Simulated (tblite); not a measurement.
Species: C4H7O2 (doublet state).
Z-matrix (Å and degrees, GFN2-xTB geometry), rows numbered from 1:
```
C 
C   1  1.4910
C   2  1.5310  1  109.10
O   3  1.4173  2  109.96  1    47.56
C   4  1.3862  3  110.96  2   -61.36
O   1  1.3750  2  119.52  3   -35.59
H   1  1.0761  2  120.92  3   178.26
H   2  1.1015  1  110.51  3   119.16
H   2  1.0913  1  110.28  3  -121.93
H   3  1.0909  2  111.82  1   165.12
H   3  1.1008  2  110.16  1   -73.11
H   5  1.1111  4  110.07  3   -62.12
H   5  1.0933  4  107.28  3   178.55
```

Computed values, GFN2-xTB/tblite, gas phase, harmonic and unscaled. This tight-binding method is rough: wavenumbers can miss measured ones by several per cent, in bad cases by 10 to 20. One conformer, not necessarily the lowest. Open shells enter through the occupations alone, without spin polarisation, and single modes of such species can be off by tens of per cent.

Harmonic wavenumbers (cm⁻¹): 179.0, 214.8, 374.8, 443.8, 468.7, 541.2, 716.5, 882.2, 925.5, 945.5, 973.4, 1022.9, 1055.2, 1085.7, 1112.5, 1168.5, 1186.0, 1196.2, 1272.2, 1296.1, 1305.2, 1333.8, 1352.9, 1446.4, 1447.4, 1462.3, 2745.6, 2830.8, 2867.2, 2980.2, 2984.4, 2991.0, 3108.8.

A = 5167, B = 5006, C = 2778 MHz; mass 87.045 u (most abundant isotopes); point group C1, symmetry number 1; spin multiplicity 2.

Zero-point energy?

½Σν̃ = 22958 cm⁻¹ = 274.64 kJ/mol.

Give the ideal-gas entropy at 400 K and 1 bar in the rigid-rotor, harmonic-oscillator model (classical rotation).

Translation 170.67, rotation 112.06, vibration 59.43, spin (R ln 2) 5.76: S = 347.9 J/(mol K).

And Cp and H(400 K) − H(0)?

Cp = 124.71 J/(mol K), of which vibrations give 91.45 (their classical limit is 33 R = 274.4); H(400 K) − H(0) = 28.21 kJ/mol without the zero-point energy, 14.91 from vibrations.

What must be added to the electronic energy to get the Gibbs energy at 400 K and 1 bar?

ZPE + [H(400 K) − H(0)] − T·S = 274.64 + 28.21 − 139.17 = 163.68 kJ/mol.

How do the functions run with temperature in this model?

```csv
T (K),S (J/(mol K)),Cp (J/(mol K)),H − H(0) (kJ/mol),G − H(0) (kJ/mol),ln q(vib)
150,266.9,55.2,6.15,-33.88,0.39
250,300.6,80.1,12.86,-62.30,1.15
298.15,315.9,94.2,17.05,-77.14,1.60
600,408.3,173.4,58.32,-186.65,5.10
900,488.1,219.1,117.81,-321.45,9.02
```

q(vib) and H(0) count from the zero-point level.

Which modes carry the vibrational entropy at 400 K?

179.0 cm⁻¹: 12.12; 214.8 cm⁻¹: 10.66; 374.8 cm⁻¹: 6.43; 443.8 cm⁻¹: 5.26; 468.7 cm⁻¹: 4.89; 541.2 cm⁻¹: 3.98 J/(mol K); the other 27 give 16.09 together.

Hindered rotation and anharmonicity are outside this model. Other conformers, if any are populated, would add a mixing term that is left out. The structure is chiral; the term R ln 2 for an equal mix with its mirror image is left out.
